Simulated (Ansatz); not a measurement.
# Telling isomers of CH4BO apart by their spectra

These gas-phase data were calculated for one isomer of CH4BO at B3LYP-D3(BJ)/def2-SVP (harmonic, unscaled wavenumbers; equilibrium rotational constants with average atomic masses):

| Item | Value |
| --- | --- |
| rotational constants | 51.56, 9.421, 7.966 GHz |
| all wavenumbers above 1500 cm⁻¹ | 3819, 3209, 3107, 2603 |

Candidates:

(1) `C[B]O`, a doublet
(2) `[CH2]BO`, a doublet

Problem. Which structure fits?

Solution. Candidate (2). The band at 2603 cm⁻¹ lies where the B–H stretch is expected; (1) has no mode between 2350 and 2900 cm⁻¹.

The same quantities for all candidates:

```
     rotational constants (GHz)  wavenumbers above 1500 cm⁻¹  E above the lowest, B3LYP-D3(BJ)/def2-SVP (kcal/mol)
(1)         66.61, 8.453, 7.867       3623, 3107, 3081, 2977                                                   7.0
(2)         51.56, 9.421, 7.966       3819, 3209, 3107, 2603                                                   0.0
```

Each candidate is one conformer. Open shells are spin-unrestricted. Programs: Ansatz 0.2.0.
